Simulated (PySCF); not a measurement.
The dipole of `FC1(F)CC1` from its density and from atomic charges.

Coordinates (PBE0-D3(BJ)/def2-SVP, Å) and charges (e) from the PBE0/pcSseg-1 density (PySCF):

| atom | x | y | z | Mulliken | IAO | Hirshfeld | ESP-fitted |
| --- | --- | --- | --- | --- | --- | --- | --- |
| F1 | 0.273 | 1.080 | 1.543 | -0.2757 | -0.2862 | -0.0978 | -0.1970 |
| C2 | 0.249 | 0.704 | 0.259 | +0.4891 | +0.5674 | +0.1629 | +0.4337 |
| F3 | 0.710 | 1.697 | -0.512 | -0.2753 | -0.2858 | -0.0977 | -0.1950 |
| C4 | 0.564 | -0.693 | -0.091 | -0.2780 | -0.3282 | -0.1010 | -0.3519 |
| C5 | -0.859 | -0.138 | -0.227 | -0.2778 | -0.3282 | -0.1009 | -0.3588 |
| H6 | 1.129 | -0.870 | -1.010 | +0.1544 | +0.1652 | +0.0586 | +0.1658 |
| H7 | 0.763 | -1.387 | 0.729 | +0.1544 | +0.1652 | +0.0586 | +0.1660 |
| H8 | -1.235 | 0.052 | -1.235 | +0.1544 | +0.1652 | +0.0587 | +0.1680 |
| H9 | -1.603 | -0.466 | 0.504 | +0.1545 | +0.1653 | +0.0587 | +0.1692 |

Problem. What dipole does each set of charges give (1 e·Å = 4.803 D), and what does the density give?

Solution. The full density gives (-0.66, -1.85, -0.70) D, 2.09 D in size; dipole vectors point from the negative to the positive end.

```json
{"scheme": "Mulliken", "μx": "-1.02", "μy": "-2.89", "μz": "-1.09", "size (D)": "3.25", "share of the full size (%)": "156", "angle to the full dipole (°)": "0"}
{"scheme": "IAO", "μx": "-0.96", "μy": "-2.71", "μz": "-1.02", "size (D)": "3.04", "share of the full size (%)": "146", "angle to the full dipole (°)": "0"}
{"scheme": "Hirshfeld", "μx": "-0.39", "μy": "-1.10", "μz": "-0.41", "size (D)": "1.24", "share of the full size (%)": "59", "angle to the full dipole (°)": "0"}
{"scheme": "ESP-fitted", "μx": "-0.67", "μy": "-1.87", "μz": "-0.71", "size (D)": "2.11", "share of the full size (%)": "101", "angle to the full dipole (°)": "0"}
```

Problem. Which set comes closest?

Solution. Length of the difference vector: ESP-fitted 0.02 D, Hirshfeld 0.85 D, IAO 0.96 D, Mulliken 1.17 D. Closest: ESP-fitted. The schemes that divide the density aren't constrained to reproduce the dipole.

Problem. What is left for the Hirshfeld atoms' own dipoles?

Solution. The shares of the density sum to the whole, so what Σ q r misses lies in dipoles about the nuclei. The atomic dipoles sum to (-0.66, -1.85, -0.70) − (-0.39, -1.10, -0.41) = (-0.27, -0.75, -0.29) D, 0.85 D in size.

Problem. With the origin at the mean of the coordinates, (-0.001, -0.003, -0.004) Å, which are the largest single terms, by size, of the IAO dipole along the direction of the full one?

Solution. C2 -2.16, F1 +2.15, F3 +2.15, C5 -0.73, C4 -0.73 D; all 9 atoms together +3.04 D. The single terms depend on the origin, their sum doesn't.

Problem. Give the size of the full dipole in other units.

Solution. 2.09 D = 0.821 au = 0.434 e·Å = 6.96 × 10⁻³⁰ C·m.

Isolated species at its PBE0-D3(BJ)/def2-SVP geometry, gas phase.
